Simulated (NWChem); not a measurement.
Species: N2H cation; SMILES N#[NH+]

Program: NWChem. Pople sets run with spherical d functions. STO-3G and 3-21G are far too small for this property and stand as cheap habits. Structure relaxed at the PBE0/def2-SVP level. Field at 589 nm.

| level | isotropic polarisability (bohr³) | anisotropy (bohr³) |
|---|---|---|
| B3LYP/STO-3G | 5.2 | 7.7 |
| B3LYP/6-31G* | 8.3 | 8.5 |
| B3LYP/def2-SVP | 8.4 | 8.4 |
| B3LYP/def2-SVPD | 10.0 | 6.5 |
| B3LYP/aug-cc-pVDZ | 10.0 | 6.6 |
| B3LYP/def2-TZVPD | 10.1 | 6.5 |
